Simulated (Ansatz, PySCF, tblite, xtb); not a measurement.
Scan of H₃Si, doublet: umbrella (inversion) coordinate, bond length relaxed. Scanned: angle between the Si-H bonds and the threefold axis (90 = planar). Other coordinates (Si-H bond length) were minimised at PBE0/def2-TZVP.

Computed with: GFN2-xTB, 300 K electronic temperature (tblite); UKS-B3LYP/6-31G* = unrestricted B3LYP/6-31G*, spherical d in PySCF; GFN1-xTB (xtb); FCI/cc-pVDZ = full CI/cc-pVDZ, frozen core (Ansatz, an electronic-structure program).

Energies relative to the lowest point of each profile, in kJ/mol; the last columns give the difference from FCI:

```json
[
 {"a / °": "93", "GFN2-xTB": "3.3", "UKS-B3LYP/6-31G*": "20.8", "GFN1-xTB": "65.2", "FCI/cc-pVDZ": "21.6", "GFN2-xTB − FCI/cc-pVDZ": "-18.3", "UKS-B3LYP/6-31G* − FCI/cc-pVDZ": "-0.8", "GFN1-xTB − FCI/cc-pVDZ": "43.6"},
 {"a / °": "95.56", "GFN2-xTB": "2.4", "UKS-B3LYP/6-31G*": "17.5", "GFN1-xTB": "55.3", "FCI/cc-pVDZ": "17.9", "GFN2-xTB − FCI/cc-pVDZ": "-15.5", "UKS-B3LYP/6-31G* − FCI/cc-pVDZ": "-0.4", "GFN1-xTB − FCI/cc-pVDZ": "37.4"},
 {"a / °": "99.07", "GFN2-xTB": "0.8", "UKS-B3LYP/6-31G*": "11.2", "GFN1-xTB": "39.6", "FCI/cc-pVDZ": "11.1", "GFN2-xTB − FCI/cc-pVDZ": "-10.3", "UKS-B3LYP/6-31G* − FCI/cc-pVDZ": "0.1", "GFN1-xTB − FCI/cc-pVDZ": "28.6"},
 {"a / °": "101.71", "GFN2-xTB": "0.0", "UKS-B3LYP/6-31G*": "6.3", "GFN1-xTB": "28.4", "FCI/cc-pVDZ": "6.0", "GFN2-xTB − FCI/cc-pVDZ": "-6.0", "UKS-B3LYP/6-31G* − FCI/cc-pVDZ": "0.3", "GFN1-xTB − FCI/cc-pVDZ": "22.4"},
 {"a / °": "104.35", "GFN2-xTB": "0.1", "UKS-B3LYP/6-31G*": "2.4", "GFN1-xTB": "18.5", "FCI/cc-pVDZ": "2.1", "GFN2-xTB − FCI/cc-pVDZ": "-2.0", "UKS-B3LYP/6-31G* − FCI/cc-pVDZ": "0.3", "GFN1-xTB − FCI/cc-pVDZ": "16.5"},
 {"a / °": "107.63", "GFN2-xTB": "2.0", "UKS-B3LYP/6-31G*": "0.0", "GFN1-xTB": "8.8", "FCI/cc-pVDZ": "0.0", "GFN2-xTB − FCI/cc-pVDZ": "2.0", "UKS-B3LYP/6-31G* − FCI/cc-pVDZ": "0.0", "GFN1-xTB − FCI/cc-pVDZ": "8.8"},
 {"a / °": "110.37", "GFN2-xTB": "5.6", "UKS-B3LYP/6-31G*": "1.1", "GFN1-xTB": "3.2", "FCI/cc-pVDZ": "1.5", "GFN2-xTB − FCI/cc-pVDZ": "4.1", "UKS-B3LYP/6-31G* − FCI/cc-pVDZ": "-0.4", "GFN1-xTB − FCI/cc-pVDZ": "1.7"},
 {"a / °": "114.73", "GFN2-xTB": "16.2", "UKS-B3LYP/6-31G*": "9.8", "GFN1-xTB": "0.0", "FCI/cc-pVDZ": "11.2", "GFN2-xTB − FCI/cc-pVDZ": "5.0", "UKS-B3LYP/6-31G* − FCI/cc-pVDZ": "-1.3", "GFN1-xTB − FCI/cc-pVDZ": "-11.2"},
 {"a / °": "116.29", "GFN2-xTB": "21.6", "UKS-B3LYP/6-31G*": "15.4", "GFN1-xTB": "0.7", "FCI/cc-pVDZ": "17.0", "GFN2-xTB − FCI/cc-pVDZ": "4.6", "UKS-B3LYP/6-31G* − FCI/cc-pVDZ": "-1.7", "GFN1-xTB − FCI/cc-pVDZ": "-16.3"},
 {"a / °": "119.32", "GFN2-xTB": "35.2", "UKS-B3LYP/6-31G*": "30.0", "GFN1-xTB": "5.4", "FCI/cc-pVDZ": "32.4", "GFN2-xTB − FCI/cc-pVDZ": "2.8", "UKS-B3LYP/6-31G* − FCI/cc-pVDZ": "-2.4", "GFN1-xTB − FCI/cc-pVDZ": "-27.0"},
 {"a / °": "122.39", "GFN2-xTB": "53.4", "UKS-B3LYP/6-31G*": "50.3", "GFN1-xTB": "15.1", "FCI/cc-pVDZ": "53.5", "GFN2-xTB − FCI/cc-pVDZ": "-0.1", "UKS-B3LYP/6-31G* − FCI/cc-pVDZ": "-3.2", "GFN1-xTB − FCI/cc-pVDZ": "-38.4"},
 {"a / °": "126.30", "GFN2-xTB": "84.6", "UKS-B3LYP/6-31G*": "84.9", "GFN1-xTB": "35.8", "FCI/cc-pVDZ": "88.8", "GFN2-xTB − FCI/cc-pVDZ": "-4.3", "UKS-B3LYP/6-31G* − FCI/cc-pVDZ": "-3.9", "GFN1-xTB − FCI/cc-pVDZ": "-53.0"},
 {"a / °": "129.75", "GFN2-xTB": "121.1", "UKS-B3LYP/6-31G*": "124.1", "GFN1-xTB": "63.4", "FCI/cc-pVDZ": "128.1", "GFN2-xTB − FCI/cc-pVDZ": "-7.0", "UKS-B3LYP/6-31G* − FCI/cc-pVDZ": "-4.0", "GFN1-xTB − FCI/cc-pVDZ": "-64.7"},
 {"a / °": "132", "GFN2-xTB": "150.6", "UKS-B3LYP/6-31G*": "154.5", "GFN1-xTB": "87.0", "FCI/cc-pVDZ": "157.9", "GFN2-xTB − FCI/cc-pVDZ": "-7.4", "UKS-B3LYP/6-31G* − FCI/cc-pVDZ": "-3.5", "GFN1-xTB − FCI/cc-pVDZ": "-70.9"}
]
```

GFN2-xTB is furthest from FCI/cc-pVDZ at 93 (-18.3 kJ/mol, below); its mean absolute difference over the points is 6.4 kJ/mol.

UKS-B3LYP/6-31G* is furthest from FCI/cc-pVDZ at 129.75 (-4.0 kJ/mol, below); its mean absolute difference over the points is 1.6 kJ/mol.

GFN1-xTB is furthest from FCI/cc-pVDZ at 132 (-70.9 kJ/mol, below); its mean absolute difference over the points is 31.5 kJ/mol.

The scan ran from 90.0 to 132.0; beyond the range shown the relaxed coordinates jump or full CI changes its symmetry label.
